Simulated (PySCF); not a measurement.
Basis-set dependence of excited states

1,2-difluoroethane, C2H4F2.
SMILES: `FCCF`

TDDFT with PBE0 (PySCF), vertical singlets, core orbitals frozen in the response, spherical d and f functions. One conformer (not necessarily the lowest) at the PBE0-D3(BJ)/def2-SVP geometry, without solvent, vibrations or thermal averaging.

How do the low singlets change with the basis? Take 6-31G*, def2-SVP, 6-31+G*, def2-SVPD, aug-cc-pVDZ, def2-TZVP, def2-TZVPD and aug-cc-pVTZ.

```tsv
basis	functions	diffuse	S1 (eV)	S2 (eV)	S3 (eV)	S4 (eV)	S5 (eV)	LUMO (eV)	α (au)
6-31G*	64	no	10.24	10.72	10.77	10.88	10.93	2.93	23.5
def2-SVP	76	no	9.81	10.18	10.30	10.52	10.53	1.92	23.5
6-31+G*	80	yes	8.81	9.16	9.23	9.30	9.40	0.43	26.5
def2-SVPD	118	yes	9.06	9.38	9.54	9.79	9.88	0.67	29.1
aug-cc-pVDZ	128	yes	8.40	8.73	8.90	9.02	9.08	-0.10	29.5
def2-TZVP	148	no	9.51	9.86	9.93	10.01	10.19	1.39	27.2
def2-TZVPD	190	yes	8.69	9.03	9.19	9.38	9.43	0.33	29.8
aug-cc-pVTZ	276	yes	8.40	8.74	8.90	8.99	9.05	-0.13	29.9
```

States are compared by their number. Against the largest diffuse basis here (aug-cc-pVTZ, itself not a converged limit), sets without diffuse functions differ by up to 1.85 eV in S1 and 1.87 eV in S5; the smaller diffuse sets differ by up to 0.67 and 0.82 eV. State by state, the largest deviation of a set without diffuse functions is S1 1.85, S2 1.98, S3 1.86, S4 1.89, S5 1.87 eV. The same number needn't mean the same state in each row. Against aug-cc-pVTZ the polarisability deviates by -21% in 6-31G*, -21% in def2-SVP, -11% in 6-31+G*, -3% in def2-SVPD, -1% in aug-cc-pVDZ, -9% in def2-TZVP, 0% in def2-TZVPD. A single + in a Pople set puts diffuse functions on heavy atoms only.
